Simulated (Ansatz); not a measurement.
Barrier CH3Cl2, charge -1 via CH3Cl2, on the benchmark's geometries as Psi4's copy gives them; open shells unrestricted, no zero-point energy, no spin–orbit coupling.
Transition structure (charge -1, multiplicity 1, Z-matrix in Å and degrees):
```
C
H 1 1.0692
H 1 1.0692 2 120.00
H 1 1.0692 2 120.00 3 -179.99
Cl 1 2.3225 2 89.97 3 89.99
Cl 1 2.3227 2 89.99 3 -89.99
```

Programs: Ansatz (a program for electronic structure) with Gaussian orbitals. Values without a source in brackets are computed.

The barrier height (kcal/mol) and the share of exact exchange:

| functional | exact exchange (%) | value |
|---|---|---|
| PBE/def2-TZVPPD | 0 | 7.16 |
| PBE0/def2-TZVPPD | 25 | 11.24 |
| BLYP/def2-TZVPPD | 0 | 5.75 |
| B3LYP/def2-TZVPPD | 20 | 9.19 |
| BHLYP/def2-TZVPPD | 50 | 12.99 |
| r2SCAN/def2-TZVPPD | 0 | 7.97 |

Task: Take the value as linear in the share of exact exchange along PBE and PBE0. Give the slope, say whether the sign turns, and set the other functionals against that line.

Result: 
Slope: (11.24 − (7.16))/2.5 = 1.63 kcal/mol for each 10 %. The line keeps its sign from 0 to 100 %. At 50 % it gives 15.3 kcal/mol. The LYP pair gives (12.99 − (5.75))/5 = 1.45 for each 10 %. BHLYP, at 50 %, lies -2.3 from the PBE line. B3LYP, at 20 %, lies -1.2 from the PBE line. r2SCAN, with none, stands 0.8 from PBE.
